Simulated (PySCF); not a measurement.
H₂N, SMILES [NH2] (connectivity only; charge and spin as stated), charge -1, multiplicity 1.

The structure is a stationary point at PBE-D3(BJ)/def2-TZVPD. The multiplicity is an assumed one; other spin states were not compared. The isomer is the one that the SMILES or the coordinates give; other isomers of the formula were not compared.

Computed with PBE-D3(BJ)/def2-TZVPD in PySCF.

Harmonic, unscaled wavenumbers; measured fundamentals usually lie a few per cent lower.

| mode | ν (cm⁻¹) | IR (km/mol) | moving atoms (share of kinetic energy) |
|---|---|---|---|
| 1 | 1466 | 0.3 | H 92 %, N 8 % |
| 2 | 3206 | 254.9 | H 96 % |
| 3 | 3286 | 128.7 | H 92 % |
